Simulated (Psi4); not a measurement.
# H2O3 (trioxidane): levels of theory compared

Wanted: a comparison of 6 runs (B3LYP/6-31G*, TPSSh/def2-SVP, MP2/6-31+G*, UMP2/pcseg-2) of H2O3 (trioxidane). 

Program for the calculation: Psi4 1.11.

3 further runs of the same task are left out: 2 that didn't finish, 1 set aside as unsound or not needed.

## Step 1: Starting point

H2O3: 5 atoms, total charge 0, spin state singlet. As SMILES, `OOO`. Geometry: relaxed at GFN2-xTB. This is a higher conformer, about 11 kJ/mol above the lowest found by a separate search.

Bond lengths: O1–O2 1.390 Å, O2–O3 1.391 Å, O1–H4 0.972 Å, O3–H5 0.972 Å. Angles: O1–O2–O3 110.7°, O2–O1–H4 106.7°, O2–O3–H5 106.5°.

## Step 2: A single-point energy at B3LYP/6-31G(d) (spherical functions) (run 1)

Contents of job.inp:

```
memory 1.6 GB

molecule m {
  0 1
  O     -0.984020    -0.692710    -0.137760
  O     -0.127030    -0.049090     0.747210
  O      1.176430    -0.056790     0.262120
  H     -1.378730    -0.001520    -0.695970
  H      1.313340     0.800110    -0.175600
  units angstrom
  symmetry c1
  no_reorient
  no_com
}

set globals {
  puream               true
  e_convergence        1e-09
  d_convergence        1e-08
  scf_type             pk
  dft_radial_points    99
  dft_spherical_points 590
}

energy('b3lyp/6-31G*')
```

Command:

```bash
psi4 job.inp job.out -n 1
```

job.out:

```text
[...]
  Running in c1 symmetry.
[...]
  Nuclear repulsion =   79.947325903198717
[...]
  Multiplicity = 1
[...]
  Nalpha       = 13
  Nbeta        = 13
[...]
    Number of basis functions: 46
[...]
   @RKS iter   1:  -226.55013738405214   -3.41512e-01   1.19211e-02 DIIS/ADIIS
[...]
   @RKS iter  11:  -226.66456513676553   -6.25278e-13   2.97072e-09 DIIS
[...]
    Orbital Energies [Eh]
    ---------------------
    Doubly Occupied:
       1A    -19.262497     2A    -19.207607     3A    -19.207443
       4A     -1.197682     5A     -1.038178     6A     -0.835783
       7A     -0.581529     8A     -0.534530     9A     -0.470530
      10A     -0.423267    11A     -0.315500    12A     -0.315009
      13A     -0.285996
[...]
  @RKS Final Energy:  -226.66456513676553
   => Energetics <=
    Nuclear Repulsion Energy =             79.9473259031987169
    One-Electron Energy =                -470.5344754192811934
    Two-Electron Energy =                 185.2861083722649198
    DFT Exchange-Correlation Energy =     -21.3635239929479646
    Empirical Dispersion Energy =           0.0000000000000000
    VV10 Nonlocal Energy =                  0.0000000000000000
    Total Energy =                       -226.6645651367655319
[...]
 Multipole Moments:
 ------------------------------------------------------------------------------------
     Multipole            Electronic (a.u.)      Nuclear  (a.u.)        Total (a.u.)
 ------------------------------------------------------------------------------------
 L = 1.  Multiply by 2.5417464519 to convert [e a0] to [Debye]
 Dipole X            :         -1.0228571            0.8648332           -0.1580239
 Dipole Y            :         11.6152741          -10.5638147            1.0514594
 Dipole Z            :        -12.3010683           11.5292002           -0.7718681
 Magnitude           :                                                    1.3138945
[...]
```

It took 5.1 s on 1 thread of INTEL XEON PLATINUM 8581C at 2.30GHz (Emerald Rapids), shared host; peak memory 0.58 GiB.

## Step 3: Energy and gradient at B3LYP/6-31G(d) (Cartesian functions) (run 2)

Contents of job.json:

```json
{
  "schema_name": "qcschema_input",
  "schema_version": 1,
  "molecule": {
    "schema_name": "qcschema_molecule",
    "schema_version": 2,
    "symbols": ["O", "O", "O", "H", "H"],
    "geometry": [-1.8595283, -1.30903218, -0.26032867, -0.24005191, -0.09276666, 1.41202226, 2.2231305, -0.10731755, 0.49533501, -2.6054221, -0.00287238, -1.31519269, 2.48185291, 1.51198877, -0.33183591],
    "molecular_charge": 0,
    "molecular_multiplicity": 1,
    "fix_symmetry": "c1",
    "fix_com": true,
    "fix_orientation": true
  },
  "driver": "gradient",
  "model": {
    "method": "b3lyp",
    "basis": "6-31G*"
  },
  "keywords": {
    "puream": false,
    "e_convergence": 1e-09,
    "d_convergence": 1e-08,
    "scf_type": "pk",
    "dft_radial_points": 99,
    "dft_spherical_points": 590,
    "scf_properties": ["LOWDIN_CHARGES", "QUADRUPOLE", "MAYER_INDICES"]
  }
}
```

Command:

```bash
psi4 --qcschema job.json -n 1 --memory 1600MB
```

stdout:

```text
[...]
  Running in c1 symmetry.
[...]
  Nuclear repulsion =   79.947326012245895
[...]
  Multiplicity = 1
[...]
  Nalpha       = 13
  Nbeta        = 13
[...]
    Number of basis functions: 49
[...]
   @RKS iter   1:  -226.55530757602915   -3.47323e-01   1.12997e-02 ADIIS/DIIS
[...]
   @RKS iter  11:  -226.66971046014308   -2.27374e-13   3.01747e-09 DIIS
[...]
    Orbital Energies [Eh]
    ---------------------
    Doubly Occupied:
       1A    -19.269169     2A    -19.215739     3A    -19.215590
       4A     -1.198741     5A     -1.039073     6A     -0.836667
       7A     -0.582262     8A     -0.535610     9A     -0.471519
      10A     -0.424350    11A     -0.316558    12A     -0.315994
      13A     -0.287233
[...]
  @RKS Final Energy:  -226.66971046014308
   => Energetics <=
    Nuclear Repulsion Energy =             79.9473260122458953
    One-Electron Energy =                -470.4926820779833179
    Two-Electron Energy =                 185.2199157149480016
    DFT Exchange-Correlation Energy =     -21.3442701093536407
    Empirical Dispersion Energy =           0.0000000000000000
    VV10 Nonlocal Energy =                  0.0000000000000000
    Total Energy =                       -226.6697104601430794
[...]
 Multipole Moments:
 ------------------------------------------------------------------------------------
     Multipole            Electronic (a.u.)      Nuclear  (a.u.)        Total (a.u.)
 ------------------------------------------------------------------------------------
 L = 1.  Multiply by 2.5417464519 to convert [e a0] to [Debye]
 Dipole X            :         -1.0229913            0.8648331           -0.1581582
 Dipole Y            :         11.6162360          -10.5638147            1.0524213
 Dipole Z            :        -12.3015077           11.5292002           -0.7723075
 Magnitude           :                                                    1.3149386
 L = 2.  Multiply by 1.3450342976 to convert [e a0^2] to [Debye ang]
 Quadrupole XX       :        -91.7439237           80.6100553          -11.1338684
 Quadrupole XY       :        -20.9067067           21.5029797            0.5962730
[...]
  -Total Gradient:
     Atom            X                  Y                   Z
    ------   -----------------  -----------------  -----------------
       1        0.009819702261     0.025081670485     0.014709906168
       2        0.011224118063    -0.022133748093    -0.025452972359
       3       -0.025682541086     0.014805730222     0.008208592998
       4       -0.002672011120    -0.010299651997     0.000321889932
       5        0.007310649454    -0.007454821016     0.002213220441
[...]
```

The result, in JSON:

```text
{
 "driver": "gradient",
 "model": {
  "method": "b3lyp",
  "basis": "6-31G*"
 },
 "success": true,
 "return_result": [0.00981970226056796, 0.025081670484829677, 0.014709906168115024, 0.01122411806324311, -0.022133748093055412, -0.025452972359481768, -0.0256825410855933, 0.014805730221718855, 0.008208592998036363, -0.002672011120365844, -0.010299651997278225, 0.0003218899320566182, 0.007310649453752191, -0.007454821016196822, 0.0022132204405389544],
 "properties": {
  "calcinfo_nbasis": 49,
  "calcinfo_nmo": 49,
  "calcinfo_nalpha": 13,
  "calcinfo_nbeta": 13,
  "calcinfo_natom": 5,
  "nuclear_repulsion_energy": 79.9473260122459,
  "return_energy": -226.66971046014308,
  "return_gradient": [0.00981970226056796, 0.025081670484829677, 0.014709906168115024, 0.01122411806324311, -0.022133748093055412, -0.025452972359481768, -0.0256825410855933, 0.014805730221718855, 0.008208592998036363, -0.002672011120365844, -0.010299651997278225, 0.0003218899320566182, 0.007310649453752191, -0.007454821016196822, 0.0022132204405389544],
  "scf_one_electron_energy": -470.4926820779833,
  "scf_two_electron_energy": 185.219915714948,
  "scf_xc_energy": -21.34427010935364,
  "scf_dipole_moment": [-0.15815821562326127, 1.0524213015910338, -0.7723074770286971],
  "scf_total_energy": -226.66971046014308,
  "scf_total_gradient": [0.00981970226056796, 0.025081670484829677, 0.014709906168115024, 0.01122411806324311, -0.022133748093055412, -0.025452972359481768, -0.0256825410855933, 0.014805730221718855, 0.008208592998036363, -0.002672011120365844, -0.010299651997278225, 0.0003218899320566182, 0.007310649453752191, -0.007454821016196822, 0.0022132204405389544],
  "scf_iterations": 11
 }
}
```

It took 5.7 s on 1 thread of INTEL XEON PLATINUM 8581C at 2.30GHz (Emerald Rapids), shared host; peak memory 0.6 GiB.

Run 3 isn't shown in full; the table further down has it.

## Step 4: The energy at MP2/6-31+G(d) (spherical functions) (run 4)

Contents of calc.inp:

```
memory 1600 MB

molecule {
  O
  O 1 r2
  O 2 r3 1 a3
  H 1 r4 2 a4 3 d4
  H 3 r5 2 a5 1 d5

  r2 = 1.38991
  r3 = 1.39082
  a3 = 110.68412
  r4 = 0.972182
  a4 = 106.6603
  d4 = -95.30773
  r5 = 0.971916
  a5 = 106.51201
  d5 = 96.91419
  symmetry c1
}

set {
  basis 6-31+G*
  puream true
  e_convergence 1e-09
  d_convergence 1e-08
  scf_type pk
  num_frozen_docc 3
  mp2_type conv
}

E = energy("mp2")
```

Command:

```bash
psi4 calc.inp calc.out -n 1
```

calc.out:

```text
[...]
  Running in c1 symmetry.
[...]
  Nuclear repulsion =   79.947326284485584
[...]
  Multiplicity = 1
[...]
  Nalpha       = 13
  Nbeta        = 13
[...]
    Number of basis functions: 58
[...]
   @RHF iter   1:  -225.45083156937355   -7.91715e-01   7.01316e-03 ADIIS/DIIS
[...]
   @RHF iter  13:  -225.53023977940489   -2.72848e-12   5.15159e-09 DIIS
[...]
    Orbital Energies [Eh]
    ---------------------
    Doubly Occupied:
       1A    -20.713447     2A    -20.656103     3A    -20.656045
       4A     -1.577394     5A     -1.386036     6A     -1.143560
       7A     -0.770331     8A     -0.760446     9A     -0.691042
      10A     -0.633122    11A     -0.524906    12A     -0.514995
      13A     -0.494038
[...]
  @RHF Final Energy:  -225.53023977940489
   => Energetics <=
    Nuclear Repulsion Energy =             79.9473262844855839
    One-Electron Energy =                -469.9122011865720765
    Two-Electron Energy =                 164.4346351226815841
    Total Energy =                       -225.5302397794048943
[...]
 Multipole Moments:
 ------------------------------------------------------------------------------------
     Multipole            Electronic (a.u.)      Nuclear  (a.u.)        Total (a.u.)
 ------------------------------------------------------------------------------------
 L = 1.  Multiply by 2.5417464519 to convert [e a0] to [Debye]
 Dipole X            :         -0.2227855            1.6660562            1.4432708
 Dipole Y            :          0.3344628           -0.5093889           -0.1749260
 Dipole Z            :          0.2283448           -0.3379495           -0.1096047
 Magnitude           :                                                    1.4579584
[...]
	SCS-MP2 Total Energy (a.u.)        :  -226.06525057323381
	SOS-MP2 Total Energy (a.u.)        :  -226.01594831785212
	SCSN-MP2 Total Energy (a.u.)       :  -225.79055568782024
[...]
	SOS-PI-MP2 Total Energy (a.u.)     :  -226.09689974092666
[...]
	MP2 Total Energy (a.u.)            :  -226.08290366092268
[...]
```

Wall time 1.6 s (1 thread of INTEL XEON PLATINUM 8581C at 2.30GHz (Emerald Rapids), shared host); peak memory 0.23 GiB.

Run 5 isn't shown in full; the table further down has it.

## Step 5: A single-point energy at UMP2/pcseg-2 (density fitting, density fitting for correlation, Cartesian functions) (run 6)

Contents of input.json:

```json
{
 "schema_name": "qcschema_input",
 "schema_version": 1,
 "molecule": {
  "schema_name": "qcschema_molecule",
  "schema_version": 2,
  "symbols": ["O", "O", "O", "H", "H"],
  "geometry": [-1.8595283, -1.30903218, -0.26032867, -0.24005191, -0.09276666, 1.41202226, 2.2231305, -0.10731755, 0.49533501, -2.6054221, -0.00287238, -1.31519269, 2.48185291, 1.51198877, -0.33183591],
  "molecular_charge": 0,
  "molecular_multiplicity": 1,
  "fix_symmetry": "c1",
  "fix_com": true,
  "fix_orientation": true
 },
 "driver": "energy",
 "model": {
  "method": "mp2",
  "basis": "pcseg-2"
 },
 "keywords": {
  "reference": "uhf",
  "mp2_type": "df",
  "puream": false
 }
}
```

Command:

```bash
psi4 --qcschema input.json -n 1 --memory 1600MB
```

stdout:

```text
[...]
  Running in c1 symmetry.
[...]
  Nuclear repulsion =   79.947326012245895
[...]
  Multiplicity = 1
[...]
  Nalpha       = 13
  Nbeta        = 13
[...]
    Number of basis functions: 135
[...]
   @DF-UHF iter   1:  -225.55197115689731   -8.90242e-01   3.32995e-03 ADIIS/DIIS
[...]
   @DF-UHF iter  13:  -225.63574933084919   -6.87805e-12   3.78339e-09 DIIS
[...]
   @S^2 Observed:                7.460698725E-14
[...]
    Orbital Energies [Eh]
    ---------------------
    Alpha Occupied:
       1A    -20.694985     2A    -20.639344     3A    -20.639298
       4A     -1.569479     5A     -1.378871     6A     -1.137210
       7A     -0.766678     8A     -0.754929     9A     -0.688306
      10A     -0.630787    11A     -0.523961    12A     -0.512925
      13A     -0.491690
    Alpha Virtual:
      14A      0.085935    15A      0.117620    16A      0.214178
      17A      0.316523    18A      0.415287    19A      0.424449
      20A      0.431935    21A      0.446912    22A      0.469500
      23A      0.478931    24A      0.489613    25A      0.519332
[...]
  @DF-UHF Final Energy:  -225.63574933084919
   => Energetics <=
    Nuclear Repulsion Energy =             79.9473260122458953
    One-Electron Energy =                -470.3092261105867351
    Two-Electron Energy =                 164.7261507674916174
    Total Energy =                       -225.6357493308491939
  UHF NO Occupations:
  HONO-2 :   11  A 2.0000000
  HONO-1 :   12  A 2.0000000
[...]
 Multipole Moments:
 ------------------------------------------------------------------------------------
     Multipole            Electronic (a.u.)      Nuclear  (a.u.)        Total (a.u.)
 ------------------------------------------------------------------------------------
 L = 1.  Multiply by 2.5417464519 to convert [e a0] to [Debye]
 Dipole X            :         -1.0276136            0.8648331           -0.1627805
 Dipole Y            :         11.6507815          -10.5638147            1.0869668
 Dipole Z            :        -12.3294116           11.5292002           -0.8002114
 Magnitude           :                                                    1.3595339
[...]
```

The result, in JSON:

```text
{
 "driver": "energy",
 "model": {
  "method": "mp2",
  "basis": "pcseg-2"
 },
 "success": true,
 "return_result": -226.4137595171273,
 "properties": {
  "calcinfo_nbasis": 135,
  "calcinfo_nmo": 135,
  "calcinfo_nalpha": 13,
  "calcinfo_nbeta": 13,
  "calcinfo_natom": 5,
  "nuclear_repulsion_energy": 79.9473260122459,
  "return_energy": -226.4137595171273,
  "scf_one_electron_energy": -470.30922611058674,
  "scf_two_electron_energy": 164.72615076749162,
  "scf_dipole_moment": [-0.1627804814917786, 1.0869668045760044, -0.8002113583269566],
  "scf_total_energy": -225.6357493308492,
  "scf_iterations": 13,
  "mp2_same_spin_correlation_energy": -0.19178453128692216,
  "mp2_opposite_spin_correlation_energy": -0.5862256549911754,
  "mp2_singles_energy": -2.7944967011107207e-26,
  "mp2_doubles_energy": -0.7780101862780976,
  "mp2_correlation_energy": -0.7780101862780976,
  "mp2_total_energy": -226.4137595171273
 }
}
```

It took 1.9 s on 1 thread of INTEL XEON PLATINUM 8581C at 2.30GHz (Emerald Rapids), shared host; peak memory 0.26 GiB.

## Step 6: The series

```csv
run,level,task,Cartesian functions,energy (Eh),HOMO energy (eV),LUMO energy (eV),HOMO–LUMO gap (eV),wall time
1,B3LYP/6-31G* (spherical functions),energy,no,-226.664565,-7.78,0.56,8.34,5.1 s
2,B3LYP/6-31G* (Cartesian functions),gradient,yes,-226.669710,-7.82,0.52,8.34,5.7 s
3,TPSSh/def2-SVP,gradient,no,-226.501205,-7.20,0.18,7.38,13 s
4,MP2/6-31+G* (spherical functions),energy,no,-226.082904,-13.44,3.81,17.26,1.6 s
5,"UMP2/pcseg-2 (density fitting, density fitting for correlation)",energy,no,-226.363386,-13.37,2.36,15.73,1.8 s
6,"UMP2/pcseg-2 (density fitting, density fitting for correlation, Cartesian functions)",energy,yes,-226.413760,-13.38,2.34,15.72,1.9 s
```

## Step 7: What came out

```
                                    quantity          value
                         run 6: total energy  -226.41376 Eh
  run 6: HOMO energy (Hartree–Fock orbitals)      -13.38 eV
  run 6: LUMO energy (Hartree–Fock orbitals)        2.34 eV
run 6: HOMO–LUMO gap (Hartree–Fock orbitals)       15.72 eV
                   run 6: correlation energy     -778.0 mEh
```

What this shows: Over runs 1, 2, 3 the dipole moment (its size) runs from 3.30 D (TPSSh/def2-SVP) to 3.34 D (B3LYP/6-31G*). The two ends differ in method and basis. Over runs 1, 2, 3 the HOMO–LUMO gap runs from 7.38 eV (TPSSh/def2-SVP) to 8.34 eV (B3LYP/6-31G*). Totals of different functionals can't be ranked against each other. All runs together took 29 s, the longest 13 s.
